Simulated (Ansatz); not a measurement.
Born–Oppenheimer molecular dynamics of AlCl2H (4 atoms, charge 0, multiplicity 1). It starts at the highest image of a converged band, a first-order saddle point between two minima.

Computed with RKS PBE-D4/def2-mTZVP (Ansatz 0.2.0).

```
ensemble                      : NVE (velocity Verlet)
time step                     : 0.5 fs
steps asked                   : 200
starting velocities drawn for : 100 K
seed                          : 9709
```

First frame:

```xyz
4
Properties=species:S:1:pos:R:3
Al -0.409 0.000 0.560
H 1.075 0.000 1.436
Cl 2.109 0.000 0.110
Cl -1.408 0.000 -1.317
```

Question: What does the run give?

Answer: The run went to its last step.

```
steps done                                               : 200
time covered                                             : 100 fs
mean temperature over the second half                    : 1993 K
spread of the potential energy over the second half      : 5.2 meV per atom
mean potential energy of the second half above the start : -122.3 meV per atom
```

The conserved energy stayed within 0.11 meV per atom of its start (net change -0.018 meV per atom), so the integration is sound. The kinetic energy rose, since the run started high on the potential surface and went downhill. It ends in pieces (AlCl + ClH), so much of that is their flight and rotation, not heat. A run of 0.1 ps of so small a system gives no equilibrium averages. The orbitals stay closed-shell, which can raise the energy where a bond breaks towards radicals; this wasn't checked here.

Question: What happens to the structure?

Answer: Between its relaxed ends the band would form H2–Cl3 and break Al1–H2, Al1–Cl3. These pairs go: H2–Cl3 1.68 → 1.27 Å, Al1–H2 1.72 → 5.12 Å, Al1–Cl3 2.56 → 3.96 Å. In the last frame they stand as after the step (other bonds may differ from the relaxed reactants and products). It ends as AlCl + ClH. Pairs count as bonded within 1.25 times the sum of covalent radii (0.12 Å more for H–H). The details hang on the random start.

Question: How do temperature and energy run in time?

Answer: 
| time (fs) | T (K) | potential energy less start (eV) | conserved less start (meV/atom) |
| --- | --- | --- | --- |
| 0 | 100 | 0.000 | 0.00 |
| 3 | 95 | 0.001 | 0.00 |
| 6 | 90 | 0.003 | 0.00 |
| 9 | 100 | 0.000 | 0.00 |
| 12 | 126 | -0.007 | 0.00 |
| 15 | 174 | -0.019 | 0.01 |
| 18 | 275 | -0.045 | 0.01 |
| 21 | 416 | -0.082 | -0.02 |
| 24 | 509 | -0.106 | 0.01 |
| 27 | 740 | -0.165 | -0.02 |
| 30 | 954 | -0.221 | -0.03 |
| 33 | 1131 | -0.266 | 0.03 |
| 36 | 1517 | -0.367 | -0.08 |
| 39 | 1719 | -0.419 | 0.03 |
| 42 | 1964 | -0.482 | -0.09 |
| 45 | 1945 | -0.477 | 0.02 |
| 48 | 2190 | -0.541 | -0.10 |
| 51 | 2129 | -0.524 | 0.04 |
| 54 | 2143 | -0.528 | -0.08 |
| 57 | 1963 | -0.481 | 0.03 |
| 60 | 2090 | -0.515 | -0.09 |
| 63 | 1963 | -0.481 | 0.05 |
| 66 | 1996 | -0.490 | -0.08 |
| 69 | 1832 | -0.448 | 0.04 |
| 72 | 1973 | -0.485 | -0.09 |
| 75 | 1877 | -0.459 | 0.05 |
| 78 | 1979 | -0.486 | -0.08 |
| 81 | 1866 | -0.456 | 0.04 |
| 84 | 2038 | -0.501 | -0.09 |
| 87 | 1961 | -0.481 | 0.05 |
| 90 | 2073 | -0.510 | -0.09 |
| 93 | 1944 | -0.477 | 0.04 |
| 96 | 2080 | -0.512 | -0.10 |
| 99 | 1962 | -0.481 | 0.05 |

Run time: 67 s on 2 threads of Intel(R) Xeon(R) 6975P-C (Granite Rapids), with other jobs on the host, peak memory 0.13 GiB.
